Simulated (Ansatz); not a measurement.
**BH3 (triplet): wave-function methods side by side, def2-TZVPP**

An exercise on one series of results from a longer session: the logs are not shown, and one member is left open.

Program: Ansatz 0.2.0, Gaussian basis. Level of theory: def2-TZVPP, core rule «outside noble gas», up to 1 orbitals frozen. These are calculated values, not measurements.

To be run: UHF; ROHF; CCSD(T) on UHF.

2 further runs of the same task are left out: 2 set aside as unsound or not needed.

## The geometry

The geometry is a PBE0/def2-TZVP stationary point (not a proven minimum).

4 atoms, charge 0, spin multiplicity 3.

Atoms are counted from 1 here; the program's logs count them from 0.

Bond lengths: B1–H2 1.281 Å, B1–H3 1.186 Å, B1–H4 1.281 Å. Angles: H2–B1–H3 117.7°, H2–B1–H4 49.8°, H3–B1–H4 117.7°.

Set-up of the first run:

File in.yaml:

```yaml
crystal:
  periodic: [false, false, false]
  atoms:
    - {symbol: B, position_ang: [-0.114887, 0.000009, 0.089052]}
    - {symbol: H, position_ang: [0.311423, 0.539087, -0.991887]}
    - {symbol: H, position_ang: [0.609492, -0.000048, 1.028622]}
    - {symbol: H, position_ang: [0.311340, -0.539134, -0.991888]}
basis:
  gaussian: {orbitals: def2-TZVPP}
magnetization: {spin_polarized: true, initial_magnetization: 2}
hamiltonian: {xc: hf}
output: {orbitals: {seedname: orbitals}}
```

Command:

```
$ ansatz run in.yaml --threads 1 --pin off --events-out ev --progress --plain --max-ram 4096MiB --backend cpu
```

Among the steps run: UHF; ROHF; CCSD(T) on UHF.

One of the session's tables, all rows but one given; the rest of the session is left out.

```
  method  from UCCSD(T) (kJ/mol)
    ROHF                  +341.5
     UHF                  +333.5
    UMP2                       ?
   UCCSD                    +8.5
UCCSD(T)                       0
```

Estimate the missing values for UMP2.

As computed: from UCCSD(T) (kJ/mol): +61.3. In the column «from UCCSD(T) (kJ/mol)» it lies between UCCSD (+8.5) and UHF (+333.5).

With the free atoms at the same levels and basis (separate runs), the atomisation energy is 8.175 eV at UCCSD(T), 6.527 eV at ROHF.
